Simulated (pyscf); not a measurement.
Single points on ωB97X-D3(BJ)/def2-SVP structures (PySCF, gas phase).

### Question
Estimate by transition-state theory the rate constant of ethane (H₃C–CH₃) + [Cl–Zn]• → H₃C–Zn–Cl + methyl (CH₃•) (doublet surface; C–C broken, C–Zn formed) at 1200 K, with ωB97M-D3(BJ)/def2-TZVP energies (ideal gas, 1 atm, RRHO with modes under 100 cm⁻¹ raised to 100, one conformer, R ln 2 for rigid chiral ones; no tunnelling).

### Answer
The electronic barrier is 48.1 kcal/mol and the thermal terms add +29.7, so ΔG‡ = 77.8 kcal/mol. With k_BT/h = 2.50e+13 s⁻¹ and RT = 2.385 kcal/mol, and a volume of 1.64e-19 cm³ per molecule at 1 atm, k = 2.8e-20 cm³ molecule⁻¹ s⁻¹. Wigner's tunnelling factor for 1080i cm⁻¹ would be 1.07. A shift of 1 kcal/mol in the barrier changes k by a factor 1.5. This is the saddle that the search found; another between the same sides may lie lower. The angle at the attacked C is 180°. The term symbol of open-shell Cl–Zn was not checked; spin-orbit terms and orbital degeneracy are left out. Elements up to Kr have no core potential and no relativistic terms here.
